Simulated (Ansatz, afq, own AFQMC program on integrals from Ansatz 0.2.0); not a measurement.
AlPH, doublet in cc-pVDZ, levels against CCSDT(Q)

```json
{"atom": "Al", "x (Å)": "0.0000", "y (Å)": "0.0000", "z (Å)": "0.1876"}
{"atom": "P", "x (Å)": "0.0000", "y (Å)": "0.0000", "z (Å)": "-1.9566"}
{"atom": "H", "x (Å)": "0.0000", "y (Å)": "0.0000", "z (Å)": "1.7690"}
```

Connectivity, by distances: AlH–P.

Basis cc-pVDZ. Only valence electrons are correlated. AFQMC by an in-house program on the Cholesky factors that Ansatz 0.2.0 writes for its CCSD(T) run. The CISD trial takes its coefficients from CCSD amplitudes. Released means that phaseless walkers are propagated on without the constraint, phases kept. Free AFQMC starts from the CCSD state and is never constrained. Its projection time is finite, and what remains of the start isn't in its error. Error bars are statistical, one sigma.

Determinant: UHF, the one that the program's search chose, which needn't be the lowest solution. The geometry is a point of a scan.

No full CI on the walks' own integrals is used here; CCSDT(Q) serves as the reference and is uncertain by about the last step of the cluster series.

Cautions: unrestricted determinant slightly spin contaminated (⟨S²⟩ 0.80 against 0.75); the ph-AFQMC/CISD walk drifts between its halves (2.8 errors).

- T1 diagnostic: 0.0307
- weight of the determinant in the CISD state: 0.862
- ⟨S²⟩ of the determinant: 0.801
- size of the correlated space: 9 electrons in 31 orbitals

Reference: CCSDT(Q), correlation energy -5.128 eV. The released energy is read at 2.40 1/Eh (meV from the phaseless value at times in 1/Eh: -8 ± 12 at 0.24, -16 ± 10 at 0.51, -33 ± 14 at 0.99, -34 ± 13 at 1.62, -39 ± 15 at 2.40).

```
         level  E − E(reference) (meV)  share of correlation (%)
            HF                  5127.8                      0.00
           MP2                  1079.0                     78.96
          CCSD                   270.8                     94.72
       CCSD(T)                    62.3                     98.78
         CCSDT                    19.1                     99.63
   ph-AFQMC/HF             42.1 ± 58.2                     99.18
 ph-AFQMC/CISD             64.6 ± 14.0                     98.74
released AFQMC             25.9 ± 15.0                     99.49
    free AFQMC             22.8 ± 25.0                     99.55
```

Free projections are given only where their last times agree within the noise and don't stop above the reference; a slow remainder of the start can still hide under it. A walk keeps the symmetry of its determinant, which the program's search chose and which needn't be the lowest solution, so a lower state of the same spin and another symmetry isn't excluded. Released energies are given only where the last usable release times agree within the noise; a slower fall can still hide under it.
